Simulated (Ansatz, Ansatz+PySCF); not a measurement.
```tsv
atom	x (Å)	y (Å)	z (Å)
C	1.2500	0.0123	0.0022
C	0.3492	1.1135	-0.0339
C	-0.9940	0.6803	-0.0367
C	-1.0165	-0.6836	-0.0042
C	0.3592	-1.1634	-0.0439
H	2.2609	0.0217	-0.0264
H	0.7372	2.2211	0.0211
H	-1.9064	1.3617	0.0094
H	-1.8788	-1.3066	0.0133
H	0.7586	-2.1958	-0.0035
```

RHF-MP2 on singlet C5H5(-) was run in several spherical basis sets with Ansatz (development build ahead of 0.2.0). Frozen core: 5 orbitals. Caution: no diffuse functions for an anion.

(1) Rank the basis sets by the total energy that they give, lowest first, with the distance from the lowest.
A. 6-31G(d)
B. def2-SVP
C. cc-pVDZ
D. 6-31G

## Answers

(1) C (0.00 eV), A (1.79 eV), B (4.34 eV), D (8.98 eV).

Totals follow the description of the cores as much as that of the bonds, so this order isn't one of quality for chemistry.
